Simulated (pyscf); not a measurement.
This saddle point was located with ωB97X-D3(BJ)/def2-SVP in PySCF.

```xyz
29

Si     0.5851     1.6976    -0.1227
Si     0.4027    -0.3425     1.0365
Si     1.0331    -2.1505    -0.2834
Si    -0.1003    -1.3673    -2.1611
Si     0.8013     0.7792    -2.2763
Si    -2.3710    -1.1903    -1.6203
Si    -2.8382     0.2278     0.1830
Si    -1.6965     2.2482    -0.0620
Si    -1.6854    -0.6102     2.0251
H      2.5110    -2.1697    -0.4956
H      0.5786    -3.4559     0.2772
H      0.0697    -2.2401    -3.3626
H      2.2219     0.6927    -2.7364
H      0.0470     1.6221    -3.2548
H     -3.0937    -0.6784    -2.8252
H     -2.9049    -2.5523    -1.3054
H     -4.3170     0.3053     0.3890
H     -2.0401     3.1238     1.1023
H     -2.0962     2.9605    -1.3140
H     -1.8245     0.2748     3.2199
H     -1.9682    -2.0262     2.3993
Si     2.2207     1.4167     2.1560
Si     3.9384     1.6020     0.6035
H      1.4510    -0.2371     2.1799
H      1.4862     2.5989     2.6773
H      2.7085     0.7268     3.4046
H      3.8506     2.9548    -0.0084
H      3.7154     0.5406    -0.4183
H      5.2831     1.3943     1.2255
```
Charge 0, spin multiplicity 1.

Surface: singlet, charge 0. Lowest wavenumbers (cm⁻¹): 320i, 28, 39, 63, 72.

What reaction is this the transition state of?

H₁₂Si₉ (SMILES [SiH2]1[Si]2=[Si]3[SiH2][SiH]1[SiH2][SiH]([SiH2]2)[SiH2]3) + H₃Si–SiH₃ (SMILES [SiH3][SiH3]) ⇌ H₁₈Si₁₁ (SMILES [SiH3][SiH2][Si]12[SiH2][SiH]3[SiH2][SiH]([SiH2][SiH]1[SiH2]3)[SiH2]2), an addition across a multiple bond or ene-type step read from left to right: H–Si broken and Si–Si, H–Si formed. At ωB97M-D3(BJ)/def2-TZVP it lies -6.9 kJ/mol from the left side and +232.2 kJ/mol from the right (each side as separated species at their lowest minima found). On the reactant side the descent ends in an adduct with a Si–Si, H–Si contact, 37.7 kJ/mol under the separated species and 24.1 kJ/mol under the saddle at ωB97X-D3(BJ)/def2-TZVP. At ωB97M-D3(BJ) the saddle lies under the separated reactants, which points to a path from their complex (located at ωB97X-D3(BJ) alone). What is counted as formed (H–Si) is already present as a longer contact in the reactant adduct; forming that adduct is a step of its own. One saddle was located; it need not be the lowest between these sides. One closed-shell reference is unstable to symmetry breaking; treat the single-reference values with care. The nine-atom cage is a hydrogen-capped model of the (100) dimer, relaxed without constraints.
